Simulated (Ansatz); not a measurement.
Density of states of CrAuS₂ (R-3m, a = 3.538 Å, b = 3.538 Å, c = 21.336 Å, α = 90.00°, β = 90.00°, γ = 120.00°), in states per eV and primitive cell, averaged over bins of 0.4 eV. Computed with Ansatz 0.2.0, DFT r2SCAN, scalar-relativistic, plane waves, PAW.

Plane waves to 500 eV, a k mesh through Γ of 12×12×12 on the computed 4-atom cell and Gaussian smearing (0.02 eV); collinear spin from starting moments 3.02 0 0 0 μB.

The cell is relaxed at this level. The states (both spins) are summed by tetrahedra on a 18×18×18 mesh at the self-consistent density. Energies are bin centres; the table starts no lower than −8 eV and ends at 6 eV, or lower where the solved bands end.

The gap is 1.12 eV at this level, with the zero inside it.

```csv
E − E_F (eV),total,S 3p up,S 3p down,Cr 3d up,Au 5d up,Cr 3d down,Au 5d down,Au 6s down,Au 6s up,Cr 4s up
-7.85,0.27,0.10,0.05,0.01,0.04,0.00,0.02,0.01,0.02,0.01
-7.45,0.90,0.31,0.19,0.04,0.14,0.01,0.09,0.03,0.04,0.03
-7.05,2.43,0.73,0.64,0.11,0.33,0.04,0.31,0.06,0.06,0.03
-6.65,1.25,0.25,0.43,0.06,0.09,0.05,0.22,0.04,0.02,0.01
-6.25,1.47,0.57,0.30,0.13,0.19,0.03,0.12,0.01,0.01,0.04
-5.85,2.17,0.61,0.68,0.17,0.20,0.07,0.33,0.00,0.00,0.02
-5.45,2.94,0.97,0.77,0.25,0.38,0.08,0.35,0.00,0.01,0.03
-5.05,3.37,0.78,1.11,0.22,0.48,0.12,0.50,0.01,0.01,0.02
-4.65,5.90,1.13,1.05,0.46,1.33,0.15,1.42,0.13,0.13,0.01
-4.25,4.86,0.78,0.69,0.43,1.22,0.09,1.34,0.14,0.08,0.01
-3.85,5.11,0.74,0.80,0.53,1.47,0.13,1.26,0.04,0.06,0.01
-3.45,6.38,0.57,1.16,0.47,1.97,0.34,1.65,0.04,0.08,0.02
-3.05,6.35,0.51,0.87,0.61,1.96,0.24,1.88,0.06,0.08,0.02
-2.65,4.89,0.71,0.74,1.10,1.00,0.15,0.92,0.07,0.06,0.01
-2.25,5.04,0.73,1.17,1.58,0.29,0.20,0.69,0.10,0.12,0.02
-1.85,4.34,0.47,0.63,1.90,0.35,0.09,0.44,0.15,0.17,0.04
-1.45,3.43,0.75,0.39,1.02,0.36,0.06,0.40,0.16,0.19,0.01
-1.05,1.13,0.54,0.11,0.32,0.08,0.01,0.02,0.00,0.01,0.00
-0.65,0.27,0.17,0.02,0.04,0.03,0.00,0.00,0.00,0.00,0.00
-0.25,0.00,0.00,0.00,0.00,0.00,0.00,0.00,0.00,0.00,0.00
0.15,0.00,0.00,0.00,0.00,0.00,0.00,0.00,0.00,0.00,0.00
0.55,0.14,0.01,0.00,0.06,0.00,0.02,0.00,0.01,0.01,0.00
0.95,1.94,0.24,0.05,0.56,0.03,0.57,0.02,0.11,0.05,0.00
1.35,2.91,0.46,0.10,0.79,0.03,0.98,0.02,0.11,0.04,0.00
1.75,3.06,0.69,0.09,0.79,0.03,1.08,0.02,0.07,0.01,0.00
2.15,3.09,0.31,0.18,0.26,0.02,1.85,0.03,0.07,0.00,0.00
2.55,2.72,0.03,0.21,0.02,0.01,1.99,0.01,0.02,0.02,0.00
2.95,3.36,0.12,0.51,0.03,0.04,1.85,0.02,0.02,0.09,0.01
3.35,2.30,0.23,0.37,0.05,0.06,0.85,0.02,0.02,0.16,0.01
3.75,1.57,0.22,0.16,0.05,0.05,0.29,0.02,0.05,0.13,0.00
4.15,1.23,0.03,0.27,0.00,0.01,0.31,0.05,0.14,0.05,0.00
4.55,0.88,0.08,0.13,0.01,0.01,0.10,0.02,0.10,0.14,0.01
4.95,0.85,0.07,0.08,0.01,0.01,0.04,0.01,0.13,0.11,0.01
5.35,0.82,0.06,0.07,0.01,0.01,0.03,0.01,0.09,0.08,0.02
5.75,1.00,0.05,0.07,0.01,0.01,0.03,0.01,0.08,0.05,0.04
```

The columns after the total are the main Löwdin projections on the occupied valence shells of the potentials; 3 others are left out. The rest of the total lies in those, in shells that are empty in the free atom, which aren't projected, and between the atoms.

The state reached may not be the lowest one. Spin-orbit coupling is left out, which matters for the bands of heavy elements. The cell holds one magnetic atom, so it can only be ferromagnetic; an antiferromagnetic order may lie lower.

Only this magnetic start was tried.

Whether CrAuS2 exists in this form wasn't checked.

Cost: 1 run of about 9.3 core-minutes, on Intel Xeon Processor @ 2.50GHz (Skylake/Cascade Lake) (shared hosts).